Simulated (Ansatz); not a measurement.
Reaction (isomerisation): `CC(C)C(C)(C)O` → `CCC(C)(O)CC`

Gas-phase electronic energies from Ansatz, PBE0-D4/def2-TZVP geometries. CCSD(T)/CBS is the MP2 limit (def2-TZVPP, def2-QZVPP) plus CCSD(T) − MP2 in def2-TZVPP, frozen cores. DFT in def2-TZVPP. Each species was taken in one conformer, which may not be the lowest.

Problem. Is it downhill or uphill in electronic energy at CCSD(T)/CBS, and by how much? (An estimate is asked.)

Solution. The calculation gave: Nearly level: ΔE = +2.6 kJ/mol.

Problem. What do these levels give: B2PLYP, PBE-QIDH, PBE, RPA@PBE/def2-TZVPP, SCS-MP2/def2-QZVPP, MP2/CBS(def2)? (Best estimate.)

Solution. Ansatz gave: B2PLYP 0.8, PBE-QIDH 1.7, PBE 0.0, RPA@PBE/def2-TZVPP 2.5, SCS-MP2/def2-QZVPP 2.4, MP2/CBS(def2) 3.7 kJ/mol.

Largest T1 diagnostic among the species: 0.009.

In def2-TZVPP, CCSD(T) changes the Hartree–Fock value by +4.9 kJ/mol (the triples alone add +1.0 kJ/mol) and MP2 by +6.0 kJ/mol. Leaving LDA and LC-ωPBE aside and taking each functional with its dispersion term where it has one, the values, not all of them listed here, spread over 1.7 kJ/mol, from BHLYP-D4 to revPBE-D4. LDA lies +3.2 kJ/mol from PBE without D4.
